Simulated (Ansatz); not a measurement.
# C6H6: the cost of one run

Method: the settings change from run to run; program: Ansatz 0.2.0, Gaussian basis.

### 1 The relaxed structure

An earlier PBE0-D4 in a triple-zeta def2 set relaxation fixed the geometry.

SMILES `C1=CC2C=CC12`, 12 atoms, charge 0, spin multiplicity 1.

Atoms are counted from 1 here; the program's logs count them from 0.

Bond lengths: C1–C2 1.333 Å, C1–C6 1.518 Å, C1–H7 1.083 Å, C2–C3 1.518 Å, C2–H8 1.083 Å, C3–C4 1.518 Å, C3–C6 1.562 Å, C3–H9 1.090 Å, C4–C5 1.333 Å, C4–H10 1.083 Å, C5–C6 1.518 Å, C5–H11 1.083 Å, C6–H12 1.090 Å. Angles: C2–C1–C6 94.3°, C2–C1–H7 133.7°, C6–C1–H7 131.8°, C1–C2–C3 94.3°, C1–C2–H8 133.7°, C3–C2–H8 131.8°, C2–C3–C4 117.0°, C2–C3–C6 85.7°, C2–C3–H9 118.8°, C4–C3–C6 85.7°, C4–C3–H9 118.8°, C6–C3–H9 121.0°, C3–C4–C5 94.3°, C3–C4–H10 131.8°, C5–C4–H10 133.7°, C4–C5–C6 94.3°, C4–C5–H11 133.7°, C6–C5–H11 131.8° and more.

As a file:

```xyz
12

C    -0.7497   -1.2582    0.2258
C     0.3878   -1.1147    0.9057
C     0.4345    0.3930    0.7338
C     1.0113    0.9217   -0.5673
C    -0.1264    0.7785   -1.2470
C    -0.8984    0.2250   -0.0626
H    -1.3384   -2.1160   -0.0769
H     1.0776   -1.8114    1.3670
H     0.4821    1.0217    1.6232
H     2.0113    1.2383   -0.8389
H    -0.4050    0.9340   -2.2825
H    -1.8098    0.7328    0.2538
```

### 2 r2SCAN/cc-pVTZ-DK

Set apart from the defaults: rVV10 dispersion.

in.yaml

```yaml
crystal:
  periodic: [false, false, false]
  atoms:
    - {symbol: C, position_ang: [-0.749738, -1.258171, 0.225772]}
    - {symbol: C, position_ang: [0.387836, -1.114728, 0.905668]}
    - {symbol: C, position_ang: [0.434499, 0.393022, 0.733766]}
    - {symbol: C, position_ang: [1.011286, 0.921716, -0.567301]}
    - {symbol: C, position_ang: [-0.126416, 0.778491, -1.247029]}
    - {symbol: C, position_ang: [-0.898364, 0.224972, -0.062650]}
    - {symbol: H, position_ang: [-1.338378, -2.115978, -0.076879]}
    - {symbol: H, position_ang: [1.077611, -1.811361, 1.367008]}
    - {symbol: H, position_ang: [0.482138, 1.021720, 1.623220]}
    - {symbol: H, position_ang: [2.011260, 1.238320, -0.838858]}
    - {symbol: H, position_ang: [-0.404951, 0.934031, -2.282473]}
    - {symbol: H, position_ang: [-1.809784, 0.732766, 0.253754]}
basis:
  gaussian: {orbitals: cc-pVTZ-DK}
hamiltonian: {xc: {name: r2SCAN}, dispersion: rvv10}
```

Run with:

```console
$ ansatz run in.yaml --threads 4 --pin off --events-out ev --progress --plain --max-ram 10444MiB
```

What time and memory should one allow on 4 threads of Intel Xeon at 2.80GHz, shared host?

About 5.5 s, with a peak of 0.46 GiB.
